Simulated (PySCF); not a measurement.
**One shape, several levels: C2H4FNO (SMILES NC1(F)CO1)**

We compute a comparison of 5 runs (HF/STO-3G, HF/3-21G, BLYP/6-31G, PBE0/6-31G, B3LYP/6-31G*) of C2H4FNO. Input form: a Python script.

Program for the calculation: PySCF 2.14.0.

## Step 1: The molecule

C2H4FNO has 9 atoms, charge 0, and is taken as a singlet. As SMILES, `NC1(F)CO1`. Geometry: relaxed at PBE0-D4/def2-TZVP. This is one conformer, not always the lowest.

Bond lengths: N1–C2 1.403 Å, C2–F3 1.355 Å, C2–C4 1.459 Å, C2–O5 1.368 Å, C4–O5 1.451 Å, N1–H6 1.010 Å, N1–H7 1.009 Å, C4–H8 1.087 Å, C4–H9 1.086 Å. Some angles: N1–C2–F3 109.3°, N1–C2–C4 129.1°, N1–C2–O5 116.5°, F3–C2–C4 116.3°, F3–C2–O5 115.5°, C4–C2–O5 61.7°, C2–C4–O5 56.1°, C2–O5–C4 62.3°, C2–N1–H6 112.2°, C2–N1–H7 111.3°.

## Step 2: Energy and gradient at HF/STO-3G (run 1)

job.py

```python
# NC1(F)CO1
from pyscf import gto, scf

mol = gto.M(
    atom='''
N     -0.275500     1.234500     0.644100
C      0.424000     0.227000    -0.036500
F      1.739500     0.303100     0.279000
C     -0.054500    -1.069100    -0.506300
O      0.144700     0.081800    -1.367600
H     -0.209800     1.133000     1.647300
H     -1.240500     1.274000     0.351000
H     -1.093500    -1.353900    -0.363500
H      0.653900    -1.876800    -0.664800
''',
    max_memory=1860,
    basis='sto-3g',
    verbose=4,
)

myscf = scf.RHF(mol)
myscf.conv_tol = 1e-10
myscf.kernel()
if not myscf.converged:
    myscf = myscf.newton().run(myscf.mo_coeff, myscf.mo_occ)

energy = myscf.e_tot
print('Final energy', energy)
grad = myscf.nuc_grad_method().kernel()
dip = myscf.dip_moment()
pop, q = myscf.mulliken_pop()
```

Command:

```bash
OMP_NUM_THREADS=1 python job.py
```

Standard output:

```text
PySCF version 2.14.0

[... 63 lines left out ...]
converged SCF energy = -302.699668059488
Final energy -302.699668059488
[... 11 lines left out ...]
Dipole moment(X, Y, Z, Debye): -1.80735, -1.44531,  1.71095
[... 39 lines left out ...]
charge of    8H =      0.08630
```

It took 3.9 s on 1 thread of Intel Xeon at 2.50GHz (Skylake/Cascade Lake), shared host; peak memory 0.12 GiB.

## Step 3: Energy and forces at HF/3-21G (run 2)

start.xyz

```xyz
9
C2H4FNO
N     -0.275500     1.234500     0.644100
C      0.424000     0.227000    -0.036500
F      1.739500     0.303100     0.279000
C     -0.054500    -1.069100    -0.506300
O      0.144700     0.081800    -1.367600
H     -0.209800     1.133000     1.647300
H     -1.240500     1.274000     0.351000
H     -1.093500    -1.353900    -0.363500
H      0.653900    -1.876800    -0.664800
```

input.py

```python
from pyscf import gto, scf

mol = gto.M(
    atom='start.xyz',
    basis='3-21g',
    charge=0,
    spin=0,
    max_memory=1860,
    verbose=4,
)

myscf = scf.RHF(mol)
myscf.conv_tol = 1e-10
myscf.kernel()
if not myscf.converged:
    myscf = myscf.newton().run(myscf.mo_coeff, myscf.mo_occ)

e_final = myscf.e_tot
print('E(%s) = %.9f' % ('HF', e_final))
grad = myscf.nuc_grad_method().kernel()
dip = myscf.dip_moment()
pop, q = myscf.mulliken_pop()
```

Command:

```bash
OMP_NUM_THREADS=1 python input.py
```

Standard output:

```text
PySCF version 2.14.0

[... 67 lines left out ...]
converged SCF energy = -305.05125179649
[... 12 lines left out ...]
Dipole moment(X, Y, Z, Debye): -2.79070, -2.24273,  2.56799
[... 63 lines left out ...]
charge of    8H =      0.25973
```

Run time: 4.2 s. Hardware: 1 thread of Intel Xeon at 2.50GHz (Skylake/Cascade Lake), shared host; peak memory 0.12 GiB.

Run 3 isn't shown in full; the table further down has it.

## Step 4: Energy and forces at PBE0/6-31G (run 4)

input.xyz

```xyz
9
C2H4FNO
N     -0.275500     1.234500     0.644100
C      0.424000     0.227000    -0.036500
F      1.739500     0.303100     0.279000
C     -0.054500    -1.069100    -0.506300
O      0.144700     0.081800    -1.367600
H     -0.209800     1.133000     1.647300
H     -1.240500     1.274000     0.351000
H     -1.093500    -1.353900    -0.363500
H      0.653900    -1.876800    -0.664800
```

job.py

```python
from pyscf import gto, dft

mol = gto.M(
    atom='input.xyz',
    max_memory=1860,
    spin=0,
    verbose=4,
    basis='6-31g',
)

mf = dft.RKS(mol, xc='pbe0')
mf.conv_tol = 1e-10
mf.grids.level = 5
mf.kernel()
if not mf.converged:
    mf = mf.newton().run(mf.mo_coeff, mf.mo_occ)

e_final = mf.e_tot
print('Final energy', e_final)
grad = mf.nuc_grad_method().kernel()
mf.analyze()
```

Command:

```bash
OMP_NUM_THREADS=1 python job.py
```

Standard output:

```text
PySCF version 2.14.0

[... 96 lines left out ...]
Two-electron Energy =                  299.859765795280794
[... 12 lines left out ...]
MO #9   energy= -0.721364876703317 occ= 2
[... 10 lines left out ...]
MO #20  energy= -0.270877803928128 occ= 2
[... 10 lines left out ...]
MO #31  energy= 0.5701949597845    occ= 0
[... 10 lines left out ...]
MO #42  energy= 0.954012424422358  occ= 0
[... 10 lines left out ...]
MO #53  energy= 2.23077983826728   occ= 0
[... 65 lines left out ...]
Dipole moment(X, Y, Z, Debye): -2.76693, -2.05033,  2.35175
```

Wall time 53 s (1 thread of Intel Xeon at 2.50GHz (Skylake/Cascade Lake), shared host); peak memory 0.54 GiB.

## Step 5: Energy and gradient at B3LYP/6-31G(d) (Cartesian functions) (run 5)

calc.py

```python
# NC1(F)CO1
from pyscf import gto, dft

mol = gto.M(
    atom=[
    ('N', (-0.275500, 1.234500, 0.644100)),
    ('C', (0.424000, 0.227000, -0.036500)),
    ('F', (1.739500, 0.303100, 0.279000)),
    ('C', (-0.054500, -1.069100, -0.506300)),
    ('O', (0.144700, 0.081800, -1.367600)),
    ('H', (-0.209800, 1.133000, 1.647300)),
    ('H', (-1.240500, 1.274000, 0.351000)),
    ('H', (-1.093500, -1.353900, -0.363500)),
    ('H', (0.653900, -1.876800, -0.664800)),
],
    spin=0,
    cart=True,
    max_memory=1860,
    basis='6-31g*',
    verbose=4,
    charge=0,
)

calc0 = dft.RKS(mol)
calc0.xc = 'b3lyp'
calc0.conv_tol = 1e-10
calc0.grids.level = 5
calc0.kernel()
if not calc0.converged:
    calc0 = calc0.newton().run(calc0.mo_coeff, calc0.mo_occ)

energy = calc0.e_tot
print(f'total energy: {energy:.8f} hartree')
grad = calc0.nuc_grad_method().kernel()
calc0.analyze()
```

Command:

```bash
OMP_NUM_THREADS=1 python calc.py
```

Standard output:

```text
PySCF version 2.14.0

[... 105 lines left out ...]
MO #3   energy= -14.3407261507942  occ= 2
[... 15 lines left out ...]
MO #19  energy= -0.29836154704336  occ= 2
[... 15 lines left out ...]
MO #35  energy= 0.646810710556085  occ= 0
[... 15 lines left out ...]
MO #51  energy= 1.38790794225415   occ= 0
[... 15 lines left out ...]
MO #67  energy= 2.24039872919154   occ= 0
[... 15 lines left out ...]
MO #83  energy= 4.77672247003447   occ= 0
[... 95 lines left out ...]
Dipole moment(X, Y, Z, Debye): -2.25593, -1.54507,  1.99278
```

Wall time 59 s (1 thread of Intel Xeon at 2.50GHz (Skylake/Cascade Lake), shared host); peak memory 0.81 GiB.

## Step 6: Overview of the runs

| run | level | integration grid | Cartesian functions | energy (Eh) | dipole moment (D) | HOMO energy (eV) | LUMO energy (eV) | wall time |
| --- | --- | --- | --- | --- | --- | --- | --- | --- |
| 1 | HF/STO-3G | – | no | -302.699668 | 2.88 | -8.82 | 12.19 | 3.9 s |
| 2 | HF/3-21G | – | no | -305.051252 | 4.41 | -10.98 | 6.95 | 4.2 s |
| 3 | BLYP/6-31G | 5 | no | -308.205984 | 3.81 | -5.59 | 1.25 | 64 s |
| 4 | PBE0/6-31G | 5 | no | -307.951028 | 4.17 | -7.37 | 2.28 | 53 s |
| 5 | B3LYP/6-31G* (Cartesian functions) | 5 | yes | -308.380655 | 3.38 | -7.00 | 2.13 | 59 s |

## Step 7: Results

| quantity | value |
| --- | --- |
| run 5: total energy | -308.38065 Eh |
| run 5: dipole moment | 3.38 D |
| run 5: HOMO energy | -7.00 eV |
| run 5: LUMO energy | 2.13 eV |
| run 5: HOMO–LUMO gap | 9.13 eV |
| run 5: largest force on an atom | 0.807 eV/Å |

**Reading.** The dipole moment (its size) runs from 2.88 D (HF/STO-3G) to 4.41 D (HF/3-21G). The HOMO–LUMO gap runs from 6.84 eV (BLYP/6-31G) to 21.02 eV (HF/STO-3G). The two ends differ in method and basis. Totals of different functionals can't be ranked against each other. In run 1 the basis is minimal, so the values are rough. All runs together took 3.1 min, the longest 64 s.
